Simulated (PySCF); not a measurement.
# Choosing a basis for TDDFT

Species: boron trihydride, BH3.
SMILES with atom numbers: `[BH3:1]` (hydrogens: H2, H3, H4 on B1)

TDDFT with PBE0 (PySCF), vertical singlets, core orbitals frozen in the response, spherical d and f functions. Geometry: PBE0-D3(BJ)/def2-SVP; no solvent, vibrations or thermal averaging.

```
      basis  functions  diffuse  S1 (eV)  S2 (eV)  S3 (eV)  S4 (eV)  S5 (eV)  LUMO (eV)  α (au)
     6-31G*         20       no     5.99     6.01    11.82    12.83    12.96      -1.58    13.5
    6-31+G*         24      yes     5.87     5.88     9.43     9.45    10.13      -1.92    14.5
   def2-SVP         29       no     5.80     5.82    11.38    12.11    12.55      -1.89    14.6
  def2-SVPD         44      yes     5.80     5.82     9.54     9.56    11.17      -1.95    17.8
  def2-TZVP         49       no     5.80     5.82    10.48    10.50    11.21      -1.97    16.5
aug-cc-pVDZ         50      yes     5.78     5.79     9.11     9.13     9.81      -2.00    18.0
 def2-TZVPD         64      yes     5.80     5.82     9.20     9.22    10.86      -1.97    17.9
aug-cc-pVTZ        115      yes     5.79     5.81     9.06     9.08     9.76      -2.00    18.1
```

How much do these states and the polarisability depend on the basis?

States are compared by their number. Against the largest diffuse basis here (aug-cc-pVTZ, itself not a converged limit), sets without diffuse functions differ by up to 0.20 eV in S1 and 3.20 eV in S5; the smaller diffuse sets differ by up to 0.07 and 1.41 eV. State by state, the largest deviation of a set without diffuse functions is S1 0.20, S2 0.20, S3 2.76, S4 3.74, S5 3.20 eV. The same number needn't mean the same state in each row. Against aug-cc-pVTZ the polarisability deviates by -25% in 6-31G*, -19% in 6-31+G*, -19% in def2-SVP, -1% in def2-SVPD, -9% in def2-TZVP, 0% in aug-cc-pVDZ, -1% in def2-TZVPD. A single + in a Pople set puts diffuse functions on heavy atoms only.
